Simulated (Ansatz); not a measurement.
in.yaml

```yaml
crystal:
  periodic: [false, false, false]
  atoms:
    - {symbol: Zr, position_ang: [0.000000, 0.000000, 0.000000]}
    - {symbol: H, position_ang: [0.000000, 0.000000, -1.963300]}
    - {symbol: H, position_ang: [0.000000, 0.000000, 1.963300]}
basis:
  gaussian: {orbitals: def2-mTZVP, point_charges: [{charge: -1.00, position_ang: [4.978, 0.731, 0.462]}]}
magnetization: {spin_polarized: true, initial_magnetization: 0}
hamiltonian: {xc: {name: PBE}}
correlation: {method: ccsd, electrons: all, diis_vectors: 4}
scf: {lower_state_search: off}
```

```sh
$ ansatz run in.yaml --threads 1 --pin off --events-out ev --progress --plain --max-ram 2393MiB
```

The program prints:

```
these checks for a lower state are left out or cut short: stability, starts, cluster_reference, orbital_swaps, neighbouring_geometries, increment
463 factors; integrals over basis functions are off by at most 2.2e-4 eV
mean field evaluation 1: about -1304.2394 eV, gradient 1.4e1 eV
mean field evaluation 2: about -1304.2363 eV, gradient 1.4e1 eV
mean field evaluation 4: about -1304.0783 eV, gradient 2.1e1 eV
mean field evaluation 8: about -1307.6849 eV, gradient 1.8e0 eV
mean field evaluation 16: about -1307.7549 eV, gradient 2.9e-3 eV
mean field evaluation 32: about -1308.5114 eV, gradient 1.1e-4 eV
mean field -1308.51137793 eV, -48.0869061981 hartree, gradient 5.3e-6 eV, S^2 0.980411; 0 other end points of the search recorded, 0 dependent functions left out
reference -1294.53358961 eV, -47.5732319516 hartree; 7, 7 occupied and 32, 32 virtual orbitals, 463 factors
second order -5.18174455 eV of doubles, -0.22473220 eV of singles
cycle   1  -5.69981174 eV  change   -3.0e-1 eV  update   6.5e-2
cycle   2  -5.89461102 eV  change   -1.9e-1 eV  update   3.6e-2
cycle   3  -5.93195941 eV  change   -3.7e-2 eV  update   2.3e-2
cycle   4  -5.94773370 eV  change   -1.6e-2 eV  update   1.5e-2
cycle   5  -5.95819060 eV  change   -1.0e-2 eV  update   9.0e-3
cycle   6  -5.96552082 eV  change   -7.3e-3 eV  update   5.3e-3
cycle   7  -5.96914001 eV  change   -3.6e-3 eV  update   3.1e-3
cycle   8  -5.96909986 eV  change    4.0e-5 eV  update   2.3e-3
cycle   9  -5.96863688 eV  change    4.6e-4 eV  update   1.8e-3
cycle  10  -5.96796303 eV  change    6.7e-4 eV  update   1.5e-3
cycle  11  -5.96814455 eV  change   -1.8e-4 eV  update   1.1e-3
cycle  12  -5.96819685 eV  change   -5.2e-5 eV  update   6.7e-4
cycle  13  -5.96813906 eV  change    5.8e-5 eV  update   4.2e-4
cycle  14  -5.96795076 eV  change    1.9e-4 eV  update   2.7e-4
cycle  15  -5.96777422 eV  change    1.8e-4 eV  update   2.0e-4
cycle  16  -5.96766989 eV  change    1.0e-4 eV  update   1.3e-4
cycle  17  -5.96762361 eV  change    4.6e-5 eV  update   8.6e-5
cycle  18  -5.96759850 eV  change    2.5e-5 eV  update   5.8e-5
cycle  19  -5.96757200 eV  change    2.7e-5 eV  update   4.5e-5
cycle  20  -5.96755523 eV  change    1.7e-5 eV  update   3.7e-5
cycle  21  -5.96753933 eV  change    1.6e-5 eV  update   3.1e-5
cycle  22  -5.96753897 eV  change    3.6e-7 eV  update   2.3e-5
cycle  23  -5.96754111 eV  change   -2.1e-6 eV  update   1.7e-5
Total energy: -1300.50113072 eV, -47.7925350426 hartree
Checks for a lower state left out: stability, starts, cluster_reference, orbital_swaps, neighbouring_geometries, increment
```

The T1 diagnostic is 0.042.

Ran on 1 thread of Arm Neoverse V1, shared host: 3.9 s wall, 0.11 GiB peak host memory.
